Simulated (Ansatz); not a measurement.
A calculation with Ansatz (development build ahead of 0.2.0).

```yaml
crystal:
  periodic: [false, false, false]
  atoms:
    - { symbol: Li, position_ang: [0.08687, 0.05234, -0.43923] }
    - { symbol: H, position_ang: [0.02423, 0.01816, 1.09379] }
basis:
  gaussian: { orbitals: STO-3G }
hamiltonian:
  xc: hf
correlation:
  method: mp2
  frozen_orbitals: { H: 0, Li: 0 }
```

The input is written out in the form of the current development build from the run's settings.

Output:

| Item | Value |
| --- | --- |
| Converged | yes |
| Reference energy | -7.86327 hartree |
| Correlation energy | -0.01242 hartree |
| Total energy | -7.87569 hartree |
| Spin squared of the determinant | 0.000 |
